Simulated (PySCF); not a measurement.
C4H9Cl.
SMILES: `CCCCCl`

Torsions of this conformer, `[CH3:1][CH2:2][CH2:3][CH2:4][Cl:5]`: C1–C2–C3–C4 180°, C2–C3–C4–Cl5 179°.

The closed-shell ground state was solved at several levels (PySCF, density fitting, gas phase, non-relativistic). Geometry: PBE0-D3(BJ)/def2-TZVP, one conformer, isolated molecule.

| level | basis functions | HOMO (eV) | LUMO (eV) | gap (eV) | dipole (D) |
| --- | --- | --- | --- | --- | --- |
| PBE0/aug-cc-pVTZ | 441 | -8.30 | -0.15 | 8.15 | 2.31 |
| B97-2/pcSseg-2 | 313 | -8.03 | 0.45 | 8.48 | 2.32 |
| wB97X-D/pcSseg-2 | 313 | -10.19 | 2.15 | 12.34 | 2.35 |
| wB97X-D/aug-cc-pVTZ | 441 | -10.19 | 0.82 | 11.01 | 2.32 |
| PBE0/pcSseg-2 | 313 | -8.30 | 0.43 | 8.73 | 2.32 |
| CAM-B3LYP/aug-cc-pVTZ | 441 | -9.71 | 0.21 | 9.92 | 2.32 |

Problem. What might KT3/pcSseg-2 (313 basis functions) give for the same quantities?

Solution. HOMO -7.02 eV, LUMO -0.51 eV, gap 6.51 eV, dipole 2.26 D.

Problem. Over all these levels, which gives the widest orbital gap and which the narrowest?

Solution. wB97X-D/pcSseg-2 (range-separated hybrid) has the widest, 12.34 eV, and KT3/pcSseg-2 (GGA) the narrowest, 6.51 eV. The two share the basis. From the narrowest to the widest the HOMO moves by -3.17 eV and the LUMO by +2.66 eV.

Problem. In the pcSseg-2 basis, how does the gap go with the fixed share of exact exchange?

Solution. KT3 (0 %) 6.51 eV; B97-2 (21 %) 8.48 eV; PBE0 (25 %) 8.73 eV. Each rise in the share widens the gap here.

Problem. How far do the dipole and the HOMO energy spread over the levels?

Solution. The dipole runs from 2.26 to 2.35 D (mean 2.31 D) and the HOMO from -10.19 to -7.02 eV.
